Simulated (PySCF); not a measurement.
SiH4, SMILES [SiH4]. Geometry: ωB97X-D3(BJ)/def2-TZVPD. The isomer is the one that the SMILES or the coordinates give; other isomers of the formula were not compared.

These are ωB97X-D3(BJ)/def2-TZVPD (PySCF) values and carry that method's errors.

Harmonic wavenumbers (cm⁻¹): 931, 931, 931, 984, 984, 2261, 2264, 2264, 2264. Rotational constants (GHz): 85.55, 85.55, 85.55; symmetry number 12.

Work out the zero-point energy and the ideal-gas rigid-rotor harmonic-oscillator thermochemistry at 298.15 K and 1 atm.

ZPE = ½ Σ hcν = ½ × 13812 cm⁻¹ = 82.61 kJ/mol. H − E(el) = 93.12 kJ/mol. Entropy in J/(mol K): translation 152.01, rotation 50.01, vibration 2.39, total 204.42. G − E(el) = 32.17 kJ/mol. Cp = 42.41 J/(mol K).
